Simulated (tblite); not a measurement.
1,4-dioxane, C₄H₈O₂.
Numbering: `[CH2:1]1[CH2:2][O:3][CH2:4][CH2:5][O:6]1` (hydrogens: H7, H8 on C1; H9, H10 on C2; H11, H12 on C4; H13, H14 on C5)

Computed with GFN2-xTB (tblite), gas phase: Langevin dynamics at 300 K from the optimised GFN2-xTB geometry, time step 0.5 fs, friction 0.01 fs⁻¹, 2000 steps. The instantaneous temperature is 2·E(kin)/(3Nk) with all 3N coordinates.

| t (fs) | T (K) | E(pot) above start (eV) | C1–C2 (Å) | C2–O3 (Å) | O3–C4 (Å) | C4–C5 (Å) | C5–O6 (Å) | C1–H7 (Å) |
| --- | --- | --- | --- | --- | --- | --- | --- | --- |
| 0 | 232 | 0.000 | 1.531 | 1.412 | 1.412 | 1.531 | 1.412 | 1.101 |
| 25 | 200 | 0.290 | 1.526 | 1.447 | 1.394 | 1.570 | 1.423 | 1.061 |
| 50 | 208 | 0.413 | 1.528 | 1.460 | 1.379 | 1.553 | 1.417 | 1.079 |
| 75 | 233 | 0.452 | 1.544 | 1.389 | 1.417 | 1.479 | 1.442 | 1.118 |
| 100 | 252 | 0.528 | 1.556 | 1.389 | 1.455 | 1.523 | 1.416 | 1.165 |
| 125 | 287 | 0.364 | 1.536 | 1.423 | 1.455 | 1.548 | 1.370 | 1.154 |
| 150 | 341 | 0.336 | 1.497 | 1.409 | 1.408 | 1.494 | 1.377 | 1.112 |
| 175 | 242 | 0.382 | 1.525 | 1.446 | 1.417 | 1.508 | 1.435 | 1.086 |
| 200 | 232 | 0.440 | 1.547 | 1.505 | 1.387 | 1.557 | 1.441 | 1.102 |
| 225 | 315 | 0.501 | 1.515 | 1.399 | 1.367 | 1.561 | 1.381 | 1.097 |
| 250 | 306 | 0.623 | 1.508 | 1.443 | 1.463 | 1.515 | 1.391 | 1.107 |
| 275 | 380 | 0.442 | 1.502 | 1.423 | 1.497 | 1.536 | 1.441 | 1.136 |
| 300 | 314 | 0.513 | 1.580 | 1.354 | 1.392 | 1.556 | 1.414 | 1.136 |
| 325 | 306 | 0.423 | 1.598 | 1.416 | 1.372 | 1.561 | 1.399 | 1.121 |
| 350 | 257 | 0.487 | 1.502 | 1.421 | 1.463 | 1.554 | 1.407 | 1.113 |
| 375 | 283 | 0.504 | 1.504 | 1.426 | 1.422 | 1.514 | 1.456 | 1.093 |
| 400 | 372 | 0.335 | 1.537 | 1.421 | 1.369 | 1.549 | 1.432 | 1.081 |
| 425 | 256 | 0.688 | 1.568 | 1.370 | 1.397 | 1.535 | 1.373 | 1.054 |
| 450 | 389 | 0.630 | 1.557 | 1.380 | 1.458 | 1.469 | 1.418 | 1.066 |
| 475 | 386 | 0.649 | 1.537 | 1.429 | 1.477 | 1.462 | 1.470 | 1.118 |
| 500 | 308 | 0.767 | 1.502 | 1.381 | 1.460 | 1.544 | 1.467 | 1.125 |
| 525 | 246 | 0.735 | 1.587 | 1.490 | 1.339 | 1.597 | 1.458 | 1.087 |
| 550 | 318 | 0.534 | 1.541 | 1.496 | 1.352 | 1.534 | 1.373 | 1.093 |
| 575 | 264 | 0.477 | 1.504 | 1.428 | 1.443 | 1.501 | 1.388 | 1.082 |
| 600 | 262 | 0.602 | 1.506 | 1.406 | 1.463 | 1.477 | 1.460 | 1.128 |
| 625 | 234 | 0.463 | 1.548 | 1.356 | 1.409 | 1.520 | 1.405 | 1.178 |
| 650 | 262 | 0.547 | 1.594 | 1.439 | 1.412 | 1.555 | 1.388 | 1.186 |
| 675 | 265 | 0.493 | 1.479 | 1.433 | 1.396 | 1.537 | 1.417 | 1.172 |
| 700 | 281 | 0.530 | 1.477 | 1.465 | 1.404 | 1.436 | 1.490 | 1.093 |
| 725 | 297 | 0.468 | 1.520 | 1.452 | 1.425 | 1.569 | 1.383 | 1.045 |
| 750 | 254 | 0.659 | 1.558 | 1.357 | 1.403 | 1.611 | 1.362 | 1.027 |
| 775 | 267 | 0.485 | 1.528 | 1.405 | 1.462 | 1.508 | 1.377 | 1.075 |
| 800 | 275 | 0.495 | 1.511 | 1.447 | 1.441 | 1.521 | 1.498 | 1.107 |
| 825 | 263 | 0.645 | 1.519 | 1.464 | 1.375 | 1.508 | 1.471 | 1.119 |
| 850 | 277 | 0.518 | 1.554 | 1.479 | 1.409 | 1.535 | 1.384 | 1.105 |
| 875 | 360 | 0.504 | 1.512 | 1.383 | 1.415 | 1.554 | 1.397 | 1.078 |
| 900 | 388 | 0.393 | 1.498 | 1.415 | 1.399 | 1.541 | 1.413 | 1.079 |
| 925 | 411 | 0.330 | 1.555 | 1.424 | 1.451 | 1.523 | 1.433 | 1.081 |
| 950 | 322 | 0.502 | 1.525 | 1.426 | 1.417 | 1.528 | 1.427 | 1.102 |
| 975 | 280 | 0.498 | 1.495 | 1.434 | 1.347 | 1.561 | 1.413 | 1.088 |
| 1000 | 224 | 0.571 | 1.500 | 1.415 | 1.434 | 1.591 | 1.399 | 1.099 |

**Question.** From 500 fs on, how do temperature and potential energy compare with equipartition?

**Answer.** The mean temperature of these 21 frames is 289 K against the target 300 K, and the mean potential energy 0.53 eV against 36 × kT/2 = 0.47 eV for 36 classical harmonic modes. For 14 atoms in a canonical ensemble the temperature itself scatters by T·√(2/(3N)) = 65 K; here its standard deviation is 47 K. The whole run lasts only 10 friction times of 100 fs, so these averages carry a wide statistical error.

**Question.** What are the kinetic and total energies of the listed frame with the highest potential energy?

**Answer.** The one at 500 fs, 0.767 eV above the start. Its kinetic energy is 3NkT/2 = 0.558 eV at 308 K, so the sum is 1.33 eV; over the listed frames the sum runs from 0.42 to 1.35 eV, since the thermostat adds and removes energy.

**Question.** How much do the listed bonds fluctuate from 500 fs on?

**Answer.** 
```csv
bond,at the start (Å),mean (Å),standard deviation (Å)
C1–C2,1.531,1.524,0.031
C2–O3,1.412,1.428,0.038
O3–C4,1.412,1.412,0.036
C4–C5,1.531,1.536,0.039
C5–O6,1.412,1.419,0.039
C1–H7,1.101,1.102,0.039
```

The motion is classical and holds no zero-point motion.

The cost below is that of the whole dynamics run. On one thread, Arm Neoverse N1 (aarch64) (shared host), this took 12 s wall and 0.18 GiB of memory at its peak.
